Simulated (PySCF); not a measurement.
FH, SMILES F.

Geometry optimised at B3LYP-D3(BJ)/def2-TZVPD.

Two levels are set side by side: PBE/def2-TZVPD (PySCF) and CAM-B3LYP/def2-TZVPD (PySCF). Same geometry, gas phase. Differences are taken from unrounded values.

| quantity | CAM-B3LYP |
|---|---|
| orbital gap (eV) | 14.32 |
| highest occupied level (eV) | -13.48 |
| lowest empty level (eV) | 0.85 |
| dipole moment (D) | 1.84 |
| mean polarisability (bohr³) | 5.7 |

What does PBE give, and how far is it from CAM-B3LYP? (Estimate from the structure and the level; the computed values follow.)


| quantity | PBE | PBE minus CAM-B3LYP |
|---|---|---|
| orbital gap (eV) | 9.06 | -5.27 |
| highest occupied level (eV) | -9.63 | 3.85 |
| lowest empty level (eV) | -0.57 | -1.41 |
| dipole moment (D) | 1.75 | -0.08 |
| mean polarisability (bohr³) | 6.1 | 0.4 |

Without exact exchange PBE keeps part of each electron's self-repulsion, which lifts occupied levels and narrows the gap. PBE's more diffuse valence density responds more strongly to a field. Differences between two approximate levels are no errors against the true value.

Rough cost on one machine, each run with all the roots and properties that it gave: CAM-B3LYP against PBE within a factor of 2.
